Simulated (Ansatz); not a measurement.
Ansatz (a first-principles code) input:

Ansatz 0.2 input:
```yaml
crystal:
  periodic: [false, false, false]
  atoms:
    - {symbol: O, position_ang: [0.00797430, 0.03127390, 1.17113953]}
    - {symbol: C, position_ang: [0.01594649, 1.23699325, 0.39861600]}
    - {symbol: C, position_ang: [-0.00912020, -1.05942675, 0.35440347]}
    - {symbol: C, position_ang: [0.00238201, 0.77005062, -0.90890318]}
    - {symbol: C, position_ang: [-0.01334858, -0.66592199, -0.94516083]}
    - {symbol: H, position_ang: [-0.01658194, -2.03380540, 0.82240935]}
    - {symbol: H, position_ang: [0.00366830, 1.41506903, -1.77894846]}
    - {symbol: H, position_ang: [-0.02603907, -1.32162564, -1.80630991]}
basis:
  gaussian:
    orbitals: def2-TZVPD
hamiltonian:
  xc: {name: BHLYP}
total_charge: -1
output: {forces: true}
```

Task: What final total energy does it print?

Result: -229.33327 Eh (BHLYP/def2-TZVPD). The basis has 215 functions.

It need not be the lowest isomer of its formula. Whether it binds its extra electron was not tested at this geometry.
